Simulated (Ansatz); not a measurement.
# NH2S (doublet): from Hartree-Fock to the top rungs, def2-TZVPP

The task here is to estimate one member of a computed series from the others.

Program: Ansatz 0.2.0, Gaussian basis. Level of theory: def2-TZVPP, core rule «outside noble gas», up to 6 orbitals frozen. These are calculated values, not measurements.

The runs, in order: UHF; ROHF; CCSD(T) on UHF.

2 further runs of the same task are left out: 2 set aside as unsound or not needed.

## What is computed

The geometry is a PBE0/def2-TZVP stationary point (not a proven minimum).

4 atoms, charge 0, spin multiplicity 2.

Atoms are counted from 1 here; the program's logs count them from 0.

Bond lengths: N1–S2 1.625 Å, N1–H3 1.024 Å, S2–H4 1.348 Å. Angles: S2–N1–H3 104.9°, N1–S2–H4 97.5°.

Set-up of the first run:

The input, in.yaml:

```yaml
crystal:
  periodic: [false, false, false]
  atoms:
    - {symbol: N, position_ang: [0.000000, -0.187817, 1.099702]}
    - {symbol: S, position_ang: [0.000000, 0.096160, -0.500007]}
    - {symbol: H, position_ang: [0.000000, 0.740397, 1.531227]}
    - {symbol: H, position_ang: [0.000000, -1.189495, -0.906663]}
basis:
  gaussian: {orbitals: def2-TZVPP}
magnetization: {spin_polarized: true, initial_magnetization: 1}
hamiltonian: {xc: hf}
output: {orbitals: {seedname: orbitals}}
```

Command:

```
> ansatz run in.yaml --threads 1 --pin off --events-out ev --progress --plain --max-ram 4096MiB --backend cpu
```

Among the steps run: UHF; ROHF; CCSD(T) on UHF.

One of the session's tables, all rows but one given; the rest of the session is left out.

It belongs to the step «Misses and costs». 

```
  method  from UCCSD(T) (kJ/mol)
    ROHF                 +1095.7
     UHF                       ?
    UMP2                  +129.2
   UCCSD                   +45.3
UCCSD(T)                       0
```

Q: Estimate the row for UHF from the others.

**Answer.** from UCCSD(T) (kJ/mol): +1074.3. In the column «from UCCSD(T) (kJ/mol)» it lies between UMP2 (+129.2) and ROHF (+1095.7).

With the free atoms at the same levels and basis (separate runs), the atomisation energy is 10.259 eV at UCCSD(T), 6.175 eV at ROHF.
